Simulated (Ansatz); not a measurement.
Ideal-gas functions of C2H4O2, SMILES `C1OCO1` at 800 K and 1 bar, from an Ansatz frequency run at PBE0-D4/def2-TZVP.

Molar mass 60.05 g/mol, point group D2h (symmetry number 4), electronic degeneracy 1, moments of inertia 36.38, 37.199, 66.991 u Å². Harmonic wavenumbers (cm⁻¹, unscaled): 148, 888, 984, 1037, 1074, 1115, 1125, 1136, 1149, 1176, 1350, 1444, 1540, 1575, 2995, 3010, 3046, 3048.

Use S(trans) = R[1.5 ln M + 2.5 ln T − 1.1517]; rotational temperatures θ = 24.2544 K / I; S(rot) = R[ln(√π/σ · √(T³/θAθBθC)) + 1.5]; for each mode x = 1.438777 ν̃/T, S = R[x/(eˣ − 1) − ln(1 − e⁻ˣ)] and H = RT x/(eˣ − 1); 1 cm⁻¹ = 0.0119627 kJ/mol; R = 8.31446 J/(mol·K).

Task: By hand: the entropy, in J/(mol·K).

Result: Translation 180.4. Rotation: θ = 0.6667, 0.652, 0.3621 K, giving 96.8. Vibration, mode by mode: 19.34, 5.25, 4.58, 4.24, 4.02, 3.80, 3.74, 3.68, 3.62, 3.48, 2.72, 2.38, 2.08, 1.98, 0.24, 0.24, 0.23, 0.23, in all 65.8. Electronic 0.0. Sum 343.0 J/(mol·K).

Task: By hand: H − E and G − E in kJ/mol, counted from the electronic energy.

Result: Zero-point energy ½ × 27840 × 0.0119627 = 166.5; thermal vibration 31.4; translation, rotation and pV give 4 RT = 26.6. H − E = 224.5 kJ/mol, and G − E = 224.5 − 800 × 343.0/1000 = -49.9 kJ/mol.

Vibration gives 19 % of the entropy, 19.3 J/(mol·K) of it from the mode under 150 cm⁻¹: soft modes count most, and the harmonic formula is weakest for them.
